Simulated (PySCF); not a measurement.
Molfile (atoms numbered from 1):
```
C2H3N
     RDKit          3D

  6  5  0  0  0  0  0  0  0  0999 V2000
   -0.9501   -0.1682   -0.0683 C   0  0  0  0  0  0  0  0  0  0  0  0
    0.3541   -0.0207   -0.1273 C   0  0  0  0  0  0  0  0  0  0  0  0
    1.5635    0.0710   -0.2866 N   0  0  0  0  0  0  0  0  0  0  0  0
   -1.3829   -1.0868    0.3330 H   0  0  0  0  0  0  0  0  0  0  0  0
   -1.6096    0.6306   -0.4119 H   0  0  0  0  0  0  0  0  0  0  0  0
    2.0882    0.4780    0.4918 H   0  0  0  0  0  0  0  0  0  0  0  0
  1  2  2  0
  2  3  2  0
  1  4  1  0
  1  5  1  0
  3  6  1  0
M  END
```

Geometry: PBE0-D3(BJ)/def2-SVP; GIAO absolute shieldings from PySCF, gas phase, non-relativistic, averaged over equivalent atoms.

At PBE0/pcSseg-1 (66 basis functions, 1.9 s wall time on 1 thread of an Arm Neoverse V2, shared host):
```
atoms  σ (ppm)
   C2    -19.8
   C1    152.0
   N3     62.2
   H6    23.76
H4/H5    28.06
```

Task: Predict the values at KT3/pcSseg-2 on the same geometry.

Result: 
```json
{"atoms": "C2", "σ at KT3/pcSseg-2": "-13.1", "change": "+6.7"}
{"atoms": "C1", "σ at KT3/pcSseg-2": "153.8", "change": "+1.8"}
{"atoms": "N3", "σ at KT3/pcSseg-2": "75.0", "change": "+12.8"}
{"atoms": "H6", "σ at KT3/pcSseg-2": "24.22", "change": "+0.46"}
{"atoms": "H4/H5", "σ at KT3/pcSseg-2": "28.30", "change": "+0.24"}
```

The largest change is at N3 (heterocumulene nitrogen). Cost: 150 basis functions, 5.7 s wall time on 1 thread of an Arm Neoverse V2, shared host.
